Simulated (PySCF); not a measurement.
Identify the unknown among the candidates.

All candidates are C4H7N.

| technique | computed result |
| --- | --- |
| Rotational structure | rotational constants A, B, C: 7.997, 4.082, 2.976 GHz [GFN2-xTB] |
| UV, strongest line | among the 8 lowest singlet transitions: S4 at 8.71 eV (142 nm, f = 0.036) [TDDFT PBE0/def2-SVPD] |
| XPS | C1s 291.2 (×2), C1s 292.1, C1s 292.3, N1s 404.9 eV [ΔSCF SCAN, pcX-2 on the ionised atom, pcseg-1 elsewhere, spin-free X2C] |
| Triplet | lowest triplet excitation (Tamm–Dancoff): 6.48 eV [TDA PBE0/def2-SVPD] |
| NMR, other nuclei | isotropic shieldings of nuclei other than C and H, by class: -28 (1 N) ppm [GIAO PBE0/pcSseg-1] |
| Dipole | 4.12 D [PBE0/def2-SVPD] |
| Couplings | largest of the computed one-bond spin–spin couplings (means over like bonds): 13C–1H +140.2, 13C–1H +135.7 (×6), 13C–13C +66.1, 13C–13C +33.9 (×2), 15N–13C -21.0 Hz [B3LYP/pcJ-1, spin–dipole term left out for some pairs] |
| 13C NMR | chemical shifts (computed TMS as zero) by class: 128.0 (1 C), 22.9 (2 C), 20.5 (1 C) ppm [GIAO PBE0/pcSseg-1] |
| Polarisability | 51.8 au [PBE0/def2-SVPD] |
| 1H NMR | chemical shifts (computed TMS as zero) by class: 2.42 (1 H), 1.32 (6 H) ppm [GIAO PBE0/pcSseg-1] |

The electronic properties come from PySCF, for the isolated species, density fitting. Levels stand in brackets. Isolated species at its GFN2-xTB geometry, gas phase. Each NMR value is the plain mean over a class of atoms that symmetry, rotation or inversion makes alike.

Question: Which candidate is it?
A. `CC(C)C#N`
B. `C=C[C@H]1CN1`
C. `C1=NCCC1`
D. `CCCC#N`

Answer: A. It is `CC(C)C#N`. Numbering: `[CH3:1][CH:2]([CH3:3])[C:4]#[N:5]`. Its formula, C4H7N, gives 2 degrees of unsaturation: 0 rings and 2 π bonds in the structure found. 4 carbons fall into 3 classes; from least to most shielded: nitrile carbon [C4] (128.0 ppm), methyl carbon [C1/C3] (22.9 ppm, 2 C), sp3 carbon next to a nitrile [C2] (20.5 ppm). Hydrogen classes from least to most shielded: 1 H on an sp3 carbon next to a nitrile, C2 (2.42 ppm), 6 H on 2 methyl carbons, C1/C3 (1.32 ppm, a mean of values up to 0.5 ppm apart in this geometry). The other shieldings belong to: -28 ppm, nitrile nitrogen [N5]. The couplings run between: +140.2 Hz, sp3 carbon next to a nitrile [C2] and its hydrogen; +135.7 Hz, methyl carbon [C1] and its hydrogen (with 5 like pairs); +66.1 Hz, sp3 carbon next to a nitrile [C2] and nitrile carbon [C4]; +33.9 Hz, methyl carbon [C1] and sp3 carbon next to a nitrile [C2] (with 1 like pair); -21.0 Hz, nitrile nitrogen [N5] and nitrile carbon [C4]. The core levels belong to: C1s 291.2 eV, methyl carbon [C1/C3]; C1s 292.1 eV, nitrile carbon [C4]; C1s 292.3 eV, sp3 carbon next to a nitrile [C2]; N1s 404.9 eV, nitrile nitrogen [N5]. The optimised geometry has point group Cs and is an asymmetric top.

The others, at the same levels:
- `CCCC#N` fails: it has 4 carbon classes against 3; its computed 13C shifts are 124.0 (1 C), 24.2 (1 C), 19.7 (1 C), 15.4 (1 C) ppm, 1H shifts are 2.24 (2 H), 1.61 (2 H), 1.24 (3 H) ppm and rotational constant A is 10.244 GHz (against 7.997 GHz).
- `C1=NCCC1` fails: it has 4 carbon classes against 3; its computed 13C shifts are 168.7 (1 C), 66.3 (1 C), 40.1 (1 C), 21.3 (1 C) ppm, 1H shifts are 7.38 (1 H), 4.29 (2 H), 2.56 (2 H), 1.76 (2 H) ppm and smallest rotational constant is 4.130 GHz (against 2.976 GHz).
- `C=C[C@H]1CN1` fails: it has 4 carbon classes against 3; its computed 13C shifts are 150.3 (1 C), 112.8 (1 C), 36.4 (1 C), 29.4 (1 C) ppm, 1H shifts are 6.84 (1 H), 5.20 (1 H), 4.91 (1 H), 2.06 (1 H), 1.89 (1 H), 1.65 (1 H), 0.00 (1 H) ppm and lowest triplet excitation (Tamm–Dancoff) is 3.97 eV (against 6.48 eV).

Each candidate is one conformer, not necessarily the lowest. Dipoles, sizes and rotational constants follow the conformer. The torsions of the flexible species, by atom-mapped SMILES:
- `[CH3:1][CH2:2][CH2:3][C:4]#[N:5]`: C1–C2–C3–C4 -64°
- `[CH2:1]=[CH:2][C@H:3]1[CH2:4][NH:5]1`: C1–C2–C3–C4 -41°
